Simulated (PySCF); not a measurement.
C₄H₉ (charge +1).
Bonds: C1–C2, C2–C3, C2–C4. Hydrogens: H5, H6, H7 on C1; H8, H9, H10 on C3; H11, H12, H13 on C4.

Structure optimised with GFN2-xTB, isolated species.

(1) What internal coordinates does the optimisation give?

Answers

(1) 
| bond | length (Å) |
| --- | --- |
| C1–C2, C2–C3, C2–C4 | 1.448 |
| C1–H5, C3–H9, C4–H12 | 1.097 |
| C1–H6 and 5 like bonds | 1.091 |

Bonds in one row agree within 0.01 Å and their mean is given. A selection of angles:
| angle | degrees |
| --- | --- |
| C2–C1–H5 | 108.4 |
| C2–C1–H6 | 114.0 |
| C2–C1–H7 | 111.2 |
| H5–C1–H6 | 108.6 |
| H5–C1–H7 | 103.3 |
| H6–C1–H7 | 110.8 |
| C1–C2–C3 | 120.0 |
| C2–C3–H8 | 110.2 |

All 3 C–C bonds measure 1.448 Å. C2 (formal carbocation centre) is planar (angles 120.1°, 120.0° and 120.0°, sum 360.0°, 0.00 Å off the plane of its three neighbours). The 4 heavy atoms lie in one plane (0.000 Å rms).

No GFN2-xTB frequencies stand behind this structure, so it isn't proved a minimum.

The numbers are calculated, not measured.
